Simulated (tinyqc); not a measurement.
Worked calculation: MP2 on RHF in the sto-6g basis, for H2O, spin multiplicity 1. One step of it, computed by the program tinyqc.

Question. Iteration 8 (converged): orbitals. Diagonalise F' = X^T F X, C = X C', fill 5 alpha and 5 beta electrons from the bottom; D = 2 C_occ C_occ^T. Each column has its largest component positive (the first on a tie).

converged F (hartree), lower triangle:
```
             1O 1s      1O 2s     1O 2px     1O 2py     1O 2pz      2H 1s      3H 1s
1O 1s   -20.498499
1O 2s    -4.964229  -2.349005
1O 2px    0.000000   0.000000  -0.398440
1O 2py    0.000000   0.000000   0.000000  -0.340874
1O 2pz   -0.029588  -0.134493   0.000000   0.000000  -0.369261
2H 1s    -1.246343  -1.041701   0.000000  -0.400712  -0.371642  -0.602537
3H 1s    -1.246343  -1.041701   0.000000   0.400712  -0.371642  -0.413337  -0.602537
```

X, lower triangle:
```
            1O 1s      1O 2s    1O 2px     1O 2py     1O 2pz      2H 1s     3H 1s
1O 1s    1.022904
1O 2s   -0.139624   1.262931
1O 2px   0.000000   0.000000  1.000000
1O 2py   0.000000   0.000000  0.000000   1.120313
1O 2pz  -0.009728   0.118125  0.000000   0.000000   1.057645
2H 1s    0.020321  -0.309146  0.000000  -0.240241  -0.151318   1.224295
3H 1s    0.020321  -0.309146  0.000000   0.240241  -0.151318  -0.093340  1.224295
```

Give: F' = X^T F X; orbital energies; coefficients C; D after iteration 8.

Answer.

F' = X^T F X (hartree), lower triangle:
```
          1        2        3        4        5        6       7
1  -20.1682
2   -2.5066  -1.1681
3    0.0000   0.0000  -0.3984
4    0.0000   0.0000   0.0000  -0.0183
5   -0.0456   0.1167   0.0000   0.0000  -0.2108
6   -0.2250  -0.5336   0.0000  -0.4861  -0.3352   0.0270
7   -0.2250  -0.5336   0.0000   0.4861  -0.3352  -0.1126  0.0270
```

orbital energies (hartree): MO1 -20.5018, MO2 -1.2846, MO3 -0.6314, MO4 -0.4603, MO5 -0.3984, MO6 0.6140, MO7 0.7527

coefficients C:
```
            MO1      MO2      MO3      MO4     MO5      MO6      MO7
1O 1s    0.9966  -0.2212   0.0000   0.0961  0.0000  -0.1239   0.0000
1O 2s    0.0163   0.8317   0.0000  -0.5372  0.0000   0.9160   0.0000
1O 2px   0.0000   0.0000   0.0000   0.0000  1.0000   0.0000   0.0000
1O 2py   0.0000   0.0000   0.6100   0.0000  0.0000   0.0000   0.9992
1O 2pz   0.0034   0.1355   0.0000   0.7833  0.0000   0.7392   0.0000
2H 1s   -0.0039   0.1556   0.4408   0.2707  0.0000  -0.8130  -0.8553
3H 1s   -0.0039   0.1556  -0.4408   0.2707  0.0000  -0.8130   0.8553
```

D after iteration 8, lower triangle:
```
          1O 1s    1O 2s  1O 2px   1O 2py  1O 2pz    2H 1s   3H 1s
1O 1s    2.1028
1O 2s   -0.4388   1.9612
1O 2px   0.0000   0.0000  2.0000
1O 2py   0.0000   0.0000  0.0000   0.7442
1O 2pz   0.0974  -0.6162  0.0000   0.0000  1.2639
2H 1s   -0.0246  -0.0322  0.0000   0.5378  0.4662   0.5836
3H 1s   -0.0246  -0.0322  0.0000  -0.5378  0.4662  -0.1937  0.5836
```
